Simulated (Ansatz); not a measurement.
Fluorite SrCl₂, treated with r²SCAN-D4 (plane waves, PAW; Ansatz, a quantum-chemistry and plane-wave program).

Input file:

Ansatz 0.2 input:
```yaml
crystal:
  lattice:
    - [0.0, 3.4846259028, 3.4846259028]
    - [3.4846259028, 0.0, 3.4846259028]
    - [3.4846259028, 3.4846259028, 0.0]
  atoms:
    - { symbol: Sr, position: [0.0, 0.0, 0.0] }
    - { symbol: Cl, position: [0.25, 0.25, 0.25] }
    - { symbol: Cl, position: [0.75, 0.75, 0.75] }
basis:
  ecutwfc: 560
  ecutrho_ratio: 4
  xc_grid: 3
kpoints:
  mp_grid: { grid: [8, 8, 8] }
hamiltonian:
  xc: r2scan
  dispersion: d4
  pseudopotentials: { kind: paw }
scf:
  occupations: { method: fermi_dirac, width: 0.01 }
  convergence: { dr2_threshold: 0.0000000003 }
output:
  forces: true
  stress: true
  eigenvalues: true
```

Output (set-up and result lines):

```
Crystal: 3 atoms, lattice volume = 84.625 Å³
Basis set: ecut = 560 eV, 2637 PW (Γ), exchange–correlation on 120×120×120 points (27 copies of the dense FFT grid, shifted against one another)
Bands: 16, of which v1, the nominal top of the filled ones, is band 12 counted from 1 (11 counted from 0)
Symmetry: 48 space group operations
Space group: Fm-3m (ITA 225), of the structure as read, at distance tolerance 4.4e-5 Å
k-points: 29 of 512
Functional: x = r2scan, c = r2scan; τ floored in thin density (d = 2e-4 eV/Å³)
SCF iter   1: F=—  HF=-5730.887802 eV  |F-HF|=—  |Δ(HF+E_count)|=         —  Δρ=4.03e-3  dr2=7.89e-3  dr2_τ=7.82e-3
SCF iter   2: F=—  HF=-5730.934805 eV  |F-HF|=—  |Δ(HF+E_count)|=   4.70e-2  Δρ=2.01e-3  dr2=1.57e-3  dr2_τ=1.68e-4
  ...
SCF iter   6: F=—  HF=-5730.935102 eV  |F-HF|=—  |Δ(HF+E_count)|=   6.28e-6  Δρ=2.12e-6  dr2=2.85e-9  dr2_τ=1.80e-9
SCF iter   7: F=-5730.935102 eV  HF=-5730.935102 eV  |F-HF|=1.82e-12  |Δ(HF+E_count)|=  5.20e-10  Δρ=2.14e-7  dr2=2.78e-11  dr2_τ=3.63e-12
SCF 1 converged in 7 iterations: F = -5730.935102 eV  dr2 = 2.78e-11
SCF converged after 7 iterations
Free energy (F): -5730.935102 eV
Internal energy: -5730.935102 eV  (E = F + TS)
E sigma→0 (E₀):  -5730.935102 eV
Fermi energy:    5.747838 eV
--- Forces (eV/Å), atoms counted from 1 ---
  atom   1  Sr    -0.00000000     0.00000000     0.00000000
  atom   2  Cl     0.00000000    -0.00000000    -0.00000000
  atom   3  Cl    -0.00000000    -0.00000000    -0.00000000
--- Stress (GPa, compression-positive) ---
        0.000086       0.000000       0.000000
       -0.000000       0.000086       0.000000
        0.000000      -0.000000       0.000086
  P = ⅓ Tr σ = 0.0001 GPa (0.001 kbar)
```

The PAW data were made under PBE.

Cost on a shared machine: roughly 3 core-seconds.
